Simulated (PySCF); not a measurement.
# The bond of LiO+, level by level

The task here is to estimate one member of a computed series from the others.

Method: Li STO-3G, O STO-3G, no relativity; program: PySCF 2.14.0.

Set-up of the first run:

A driver script around PySCF takes these settings:

```json
{
  "atoms": "Li, O",
  "charge": "1",
  "basis": "Li STO-3G, O STO-3G",
  "Hamiltonian": "no relativity",
  "basis functions": "10",
  "electrons treated": "10",
  "masses in u": "7.0160, 15.9949",
  "levels": "PBE0, PBE, r²SCAN, r²SCAN0, M06, r²SCANh, CAM-B3LYP, HF, MP2, SCS-MP2, CCSD, CCSD(T)",
  "grid": "80 radial by 434 angular points",
  "occupations": "held fixed by the projection of orbital angular momentum",
  "dissociation limit": "Li+ + O, each in its ground configuration",
  "starting distance in angstrom": "1.985",
  "values of 2S to try": "0, 2"
}
```

Steps of the session up to this table: Input; PBE0 along the bond; Higher solutions at PBE0; PBE; r²SCAN (meta-GGA); r²SCAN0; M06 (hybrid meta-GGA); r²SCANh (hybrid meta-GGA); CAM-B3LYP; UHF; Adding correlation.

One table of the session follows, with a row left open; its other results are not shown here.

Energy (eV) from each level's lowest point:

```
R (Å)    UHF  UHF-MP2  UHF-SCS-MP2  UHF-CCSD  UHF-CCSD(T)
1.764  0.194    0.192        0.195       n/a          n/a
1.846  0.081    0.078        0.080     0.080        0.080
1.928  0.020    0.018        0.019     0.019        0.019
1.990  0.001    0.000        0.000     0.000        0.000
2.051      ?        ?            ?         ?            ?
2.112  0.014    0.016        0.016     0.016        0.016
2.195  0.050    0.056        0.056     0.057        0.057
2.297  0.118    0.130        0.129     0.133        0.133
2.420  0.223    0.243        0.243     0.250        0.251
2.584  0.386    0.420        0.421       n/a          n/a
```

Estimate the missing values for R (Å) = 2.051.

Worked estimate for «UHF». A straight line through the neighbours (1.990, 0.001) and (2.112, 0.014) gives 0.001 + (0.014 − 0.001) × (2.051 − 1.990) / (2.112 − 1.990) = 0.008; a parabola fitted to 4 rows on both sides gives 0.001.

**Answer.** UHF: 0.000; UHF-MP2: 0.001; UHF-SCS-MP2: 0.000; UHF-CCSD: 0.000; UHF-CCSD(T): 0.000. In «UHF» the line misses by +0.008 and the parabola by +0.001.

State 2 has its PBE0 minimum 0.69 eV higher. The other levels ran on the lowest alone.
